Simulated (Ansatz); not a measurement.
**Relaxing TlRu₃**

Level of theory: Ansatz, DFT PBE, scalar-relativistic, plane waves, PAW. Cutoff 420 eV, Γ-centred k mesh, Gaussian smearing, no spin polarisation in the final step.

This is the end of a relaxation of cell and atoms.

```yaml
crystal:
  lattice:
    - [3.98298, 0.00000, 0.00000]
    - [0.00000, 3.98298, 0.00000]
    - [0.00000, 0.00000, 3.98298]
  atoms:
    - { symbol: Tl, position: [0.00000, 0.00000, 0.00000] }
    - { symbol: Ru, position: [0.00000, 0.50000, 0.50000] }
    - { symbol: Ru, position: [0.50000, 0.00000, 0.50000] }
    - { symbol: Ru, position: [0.50000, 0.50000, 0.00000] }
```

Energies over the elements count from the elements' standard structures at the same level, with no empirical corrections.

Q: What space group does it have?

A: Pm-3m (No. 221). Conventional cell: a = 3.983 Å. Tl is coordinated by 12 Ru at 2.82 Å; Ru is coordinated by 4 Tl at 2.82 Å and 8 Ru at 2.82 Å.

Q: How far does it lie from the elements in energy?

A: 0.71 eV/atom.

Q: Is it a metal?

A: Yes, bands cross the Fermi level on the 12×12×12 mesh.

The final run used a 12×12×12 mesh on its 4-atom cell and 0.10 eV smearing. For metals, differences of a few meV/atom aren't resolved. Spin–orbit coupling is left out. The cell came from a trial start, so TlRu₃ may not exist in this structure.

Cost: 3 runs of about 1.1 core-minutes in all, on Intel Xeon Platinum 8259CL (Skylake/Cascade Lake) (shared hosts).